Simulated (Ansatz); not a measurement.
`FCOCS`. The species carries charge 0 and has multiplicity 1. All single points use the PBE0-D4/def2-TZVP geometry. It is one conformer, not always the lowest.

```xyz
10

F     0.508   -1.713   -1.179
C    -0.589   -1.289   -0.453
O    -0.224   -0.419    0.536
C     0.193    0.845    0.056
S     0.351    2.020    1.396
H    -1.030   -2.163    0.028
H    -1.278   -0.829   -1.174
H    -0.563    1.262   -0.621
H     1.137    0.758   -0.483
H     1.496    1.528    1.893
```

Problem. What is the dipole moment at B3LYP/def2-TZVPP? (An estimate is asked.)

Solution. The calculation gave: 0.94 D, with components (-0.63, 0.12, -0.69) D in this frame, pointing from negative to positive charge.

Problem. And with PBE, r2SCAN, ωB97M-V? (An estimate is asked.)

Solution. Ansatz gave: PBE 0.83 D, r2SCAN 0.89 D, ωB97M-V 0.94 D.

Problem. Give the Mulliken charges with B3LYP, r2SCAN, ωB97M-V in def2-TZVPP. (Estimate.)

Solution. The calculation gave: 
```tsv
atom	B3LYP	r2SCAN	ωB97M-V
F1	-0.25	-0.24	-0.23
C2	0.17	0.27	0.14
O3	-0.27	-0.28	-0.26
C4	-0.03	0.04	-0.12
S5	-0.14	-0.15	-0.12
H6	0.11	0.06	0.12
H7	0.07	0.03	0.09
H8	0.10	0.07	0.12
H9	0.13	0.10	0.15
H10	0.10	0.09	0.11
```

B3LYP here is the variant with VWN-RPA as its local correlation; programs differ in this.
